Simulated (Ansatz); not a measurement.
Geometry optimisation, UKS CAM-B3LYP-D4/def2-SVP in Ansatz 0.2.0.

Input file:

```yaml
crystal:
  periodic: [false, false, false]
  atoms:
    - { symbol: B, position_ang: [0.0, 0.0, -0.083544] }
    - { symbol: H, position_ang: [0.0, 0.0, 1.114683] }
    - { symbol: H, position_ang: [1.04737, 0.0, -0.673718] }
    - { symbol: H, position_ang: [-1.04737, 0.0, -0.673718] }
    - { symbol: F, position_ang: [0.0, 0.0, 3.226297] }
magnetization:
  spin_polarized: true
  initial_magnetization: 1
basis:
  gaussian: { orbitals: def2-SVP }
hamiltonian:
  xc: cam_b3lyp
  dispersion: d4
relax:
  f_tol: 0.03
  max_steps: 50
```

Command:

```bash
$ ansatz run input.yaml --threads 2 --pin off --max-ram 3072MiB --backend cpu --events-out ev --progress --plain --runs-dir out
```

Where does it end, and by what steps?

The run converged. After 12 steps the energy has fallen by 1.187 eV; H2 moved furthest, 0.66 Å. Parted: B1–H2 (1.20 → 1.99 Å). Joined: H2–F5 (2.11 → 0.94 Å).

```csv
step,energy less start (eV),largest force component (eV/Å),accepted
0,0.0000,0.502,yes
1,-0.0273,0.417,yes
2,-0.0684,0.497,yes
3,-0.1990,0.640,yes
4,-0.4171,1.244,yes
5,-0.7318,2.269,yes
6,0.3665,18.225,no
7,-0.9534,1.787,yes
8,-1.1153,1.022,yes
9,-1.1221,2.432,yes
10,-1.1831,0.298,yes
11,-1.1863,0.132,yes
12,-1.1869,0.016,yes
```

```xyz
5
Properties=species:S:1:pos:R:3
B 0.000 0.000 -0.214
H 0.000 0.000 1.778
H 1.100 0.000 -0.687
H -1.100 0.000 -0.687
F 0.000 0.000 2.719
```

Run time: 11 s on 2 threads of Arm Neoverse V1, with other jobs on the host, peak memory 0.11 GiB.
